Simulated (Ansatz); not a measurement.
Crystal: Cd2O, antifluorite type, 3 atoms in the cell.

All numbers below come from Ansatz, PBE, plane waves, PAW datasets (generated soft set 1).

Cutoff 420 eV; k-mesh 32×32×32 Γ-centred; Fermi–Dirac smearing of 0.0612 eV; no spin polarisation.

```json
{"V (Å³/atom)": "16.633", "a (Å)": "5.8441", "E − E(min) (meV/atom)": "16.65", "P (GPa)": "5.35"}
{"V (Å³/atom)": "16.987", "a (Å)": "5.8852", "E − E(min) (meV/atom)": "7.09", "P (GPa)": "3.35"}
{"V (Å³/atom)": "17.341", "a (Å)": "5.9258", "E − E(min) (meV/atom)": "1.70", "P (GPa)": "1.57"}
{"V (Å³/atom)": "17.694", "a (Å)": "5.9658", "E − E(min) (meV/atom)": "0.00", "P (GPa)": "0.00"}
{"V (Å³/atom)": "18.048", "a (Å)": "6.0054", "E − E(min) (meV/atom)": "1.58", "P (GPa)": "-1.40"}
{"V (Å³/atom)": "18.402", "a (Å)": "6.0444", "E − E(min) (meV/atom)": "6.06", "P (GPa)": "-2.63"}
{"V (Å³/atom)": "18.756", "a (Å)": "6.0829", "E − E(min) (meV/atom)": "13.11", "P (GPa)": "-3.73"}
```

(1) Fit a third-order Birch–Murnaghan equation of state to the energies.

## Answers

(1) V₀ = 17.694 Å³/atom (a₀ = 5.966 Å), B₀ = 74.1 GPa, B₀′ = 5.05.

The published all-electron PBE values for this crystal (mean of FLEUR and WIEN2k, k-spacing 0.06 Å⁻¹; Bosoni et al., Nat. Rev. Phys. 6, 45 (2024)) are V₀ = 17.694 Å³/atom, B₀ = 74.0 GPa, B₀′ = 5.04.

The stress includes the program's correction for the finite plane-wave basis.

This cubic structure is a model: it isn't the usual form of the substance at ambient conditions, and such phases are metastable or hypothetical.
